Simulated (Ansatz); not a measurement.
AlH2(OMe) (CH5AlO). Total charge 0; singlet. Geometry r2SCAN-D4/def2-TZVP, basis def2-TZVP, Ansatz.

```xyz
8

Al    0.2774    1.0154    1.3188
H    -0.7603    1.0023    2.5121
H     1.5656    1.9327    1.3071
O     0.0003    0.0247    0.0188
C    -0.2231   -0.8191   -1.0622
H     0.7253   -1.1558   -1.4959
H    -0.7887   -0.2988   -1.8426
H    -0.7966   -1.7015   -0.7561
```

```csv
run,HOMO (eV),LUMO (eV)
A,-6.21,-1.61
B,-6.66,-1.53
C,-7.06,-0.97
D,-9.92,0.72
E,-6.13,-1.51
F,-6.29,-1.81
```

Question: The runs used B97M-V, BLYP, LDA (SPW92), PBE, r2SCANh, ωB97M-V. Estimate which is which.

Answer: A PBE (0 % exact exchange); B B97M-V (0 % exact exchange); C r2SCANh (10 % exact exchange); D ωB97M-V (range-separated); E BLYP (0 % exact exchange); F LDA (SPW92) (0 % exact exchange). Exact exchange lowers occupied and raises empty levels; among semilocal functionals meta-GGAs tend to open the gap a little, and such runs are hard to tell apart. The gap grows from 4.48 eV (LDA (SPW92)) to 10.64 eV (ωB97M-V).
